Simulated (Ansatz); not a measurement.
C2H6O, SMILES `COC` (charge 0, multiplicity 1).

Calculation: frozen-core CCSD(T)/cc-pVDZ // PBE0-D3(BJ)/def2-TZVP in Ansatz (a program for electronic structure).

Ansatz 0.2 input:
```yaml
crystal:
  periodic: [false, false, false]
  atoms:
    - { symbol: C, position_ang: [1.150008, 0.084263, -0.13683] }
    - { symbol: O, position_ang: [-0.005448, -0.510279, -0.655433] }
    - { symbol: C, position_ang: [-1.150646, -0.144046, 0.060041] }
    - { symbol: H, position_ang: [1.323307, -0.212878, 0.907677] }
    - { symbol: H, position_ang: [1.092165, 1.181728, -0.176154] }
    - { symbol: H, position_ang: [1.99405, -0.246534, -0.742484] }
    - { symbol: H, position_ang: [-2.00355, -0.643244, -0.400401] }
    - { symbol: H, position_ang: [-1.084371, -0.451809, 1.113707] }
    - { symbol: H, position_ang: [-1.315512, 0.942798, 0.029876] }
basis:
  gaussian: { orbitals: cc-pVDZ }
correlation:
  method: ccsd_t
```

Output:

```
Functional definition: HF
647 factors; integrals over basis functions are off by at most 9.0e-4 eV
mean field evaluation 1: about -4191.1517 eV, gradient 2.4e1 eV
mean field evaluation 2: about -4191.1530 eV, gradient 2.4e1 eV
mean field evaluation 4: about -4192.5993 eV, gradient 3.6e0 eV
mean field evaluation 8: about -4192.6264 eV, gradient 3.1e-5 eV
mean field evaluation 16: about -4192.6259 eV, gradient 3.8e-1 eV
mean field -4192.62643797 eV, -154.0761797312 hartree, gradient 9.8e-7 eV, S^2 0.000000; 0 other end points of the search recorded, 0 dependent functions left out
3 core orbitals not correlated
reference -4192.62643797 eV, -154.0761797312 hartree; 10, 10 occupied and 59, 59 virtual orbitals, 647 factors
second order -13.00790245 eV of doubles, -0.00000000 eV of singles
cycle   1  -13.65060813 eV  change   -6.4e-1 eV  update   7.4e-2
cycle   2  -14.00394665 eV  change   -3.5e-1 eV  update   2.1e-2
cycle   3  -14.07361538 eV  change   -7.0e-2 eV  update   9.6e-3
cycle   4  -14.07229287 eV  change    1.3e-3 eV  update   2.1e-3
cycle   5  -14.07287190 eV  change   -5.8e-4 eV  update   8.1e-4
cycle   6  -14.07303198 eV  change   -1.6e-4 eV  update   2.4e-4
cycle   7  -14.07290101 eV  change    1.3e-4 eV  update   7.8e-5
cycle   8  -14.07288948 eV  change    1.2e-5 eV  update   2.4e-5
perturbative correction -0.34845121 eV, -0.0128053459 hartree
Total energy: -4207.04777866 eV, -154.6061542265 hartree
```
